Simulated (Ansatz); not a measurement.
# A ladder of methods for SiH2SF (SMILES F[SiH2][S])

SiH2SF has 5 atoms, charge 0, and is taken as a doublet. As SMILES, `F[SiH2][S]`. Geometry: relaxed at PBE0-D4/def2-TZVP.

```jsonl
{"atom": "F", "x (Å)": "-0.3243", "y (Å)": "-0.0233", "z (Å)": "1.5854"}
{"atom": "Si", "x (Å)": "0.0860", "y (Å)": "-0.0810", "z (Å)": "0.0445"}
{"atom": "S", "x (Å)": "-1.1480", "y (Å)": "1.0613", "z (Å)": "-1.2110"}
{"atom": "H", "x (Å)": "-0.0235", "y (Å)": "-1.4931", "z (Å)": "-0.3910"}
{"atom": "H", "x (Å)": "1.4597", "y (Å)": "0.4626", "z (Å)": "-0.0693"}
```

Quantity: the energy change with the Si2–H4 bond stretched from 1.482 to 1.852 Å, in eV. The values are calculated.

| level | kind | program | value (eV) | less FCI/STO-3G |
| --- | --- | --- | --- | --- |
| USVWN5/STO-3G | LDA | Ansatz | 1.04 | -0.11 |
| U-revPBE/STO-3G | GGA | Ansatz | 0.96 | -0.19 |
| UPBE/STO-3G | GGA | Ansatz | 0.99 | -0.16 |
| U-r2SCAN/STO-3G | meta-GGA | Ansatz | 1.11 | -0.04 |
| U-r2SCAN0/STO-3G | hybrid meta-GGA | Ansatz | 1.26 | +0.11 |
| U-wB97X/STO-3G | range-separated hybrid | Ansatz | 1.27 | +0.12 |
| UB2PLYP/STO-3G | double hybrid | Ansatz | 1.24 | +0.09 |
| UMP2/STO-3G | perturbation theory | Ansatz | 1.35 | +0.20 |
| UCCSD(T)/STO-3G | coupled cluster or CI | Ansatz | 1.15 | 0.00 |
| FCI/STO-3G | exact in the basis | Ansatz | 1.15 | 0.00 |

FCI/STO-3G is exact within its basis and frozen core, so for wave-function methods in that basis the difference is their error; functionals converge differently with the basis, so for them it is only a difference. The first shape isn't each level's own minimum. The values span 0.96 to 1.35 eV. All rows use very small basis sets, so even the best lies far from the true value.
